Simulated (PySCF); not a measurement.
# Converging F₂⁺ in the basis (MP2)

PySCF, UHF reference; doublet, unpaired electrons π ↑; De to F⁺ + F without counterpoise correction. Frozen cores follow the default of each basis and core potential.

```
        basis     relativity  functions  Re (Å)  ωe (cm⁻¹)  De (eV)  frozen orbitals
      pcseg-1  no relativity         28   1.440        577     3.26                2
jorge-DZP-DKH  spin-free X2C         30   1.438        540     3.01                2
  6-311G(d,p)  no relativity         36   1.397        600     3.16                2
  def2-TZVPPD  no relativity         80   1.351        880     3.70                2
```

(1) How does each smaller set differ from the one with most functions, def2-TZVPPD?

Correlated steps freeze 2 core orbitals. Correlated levels converge slowly with the basis: in double zeta they bind strong bonds too weakly, by up to about 1 eV, and carry superposition errors of some tenths. The state was picked by a PBE0 search and need not be the measured ground state.

Results:

(1) pcseg-1: +8.9 pm, -34.4 % in ωe, -0.44 eV in De; jorge-DZP-DKH: +8.7 pm, -38.6 % in ωe, -0.69 eV in De; 6-311G(d,p): +4.6 pm, -31.8 % in ωe, -0.54 eV in De. All at MP2; the set with most functions is neither the basis-set limit nor always the best. The rows treat relativity differently, so the differences are not basis effects alone.
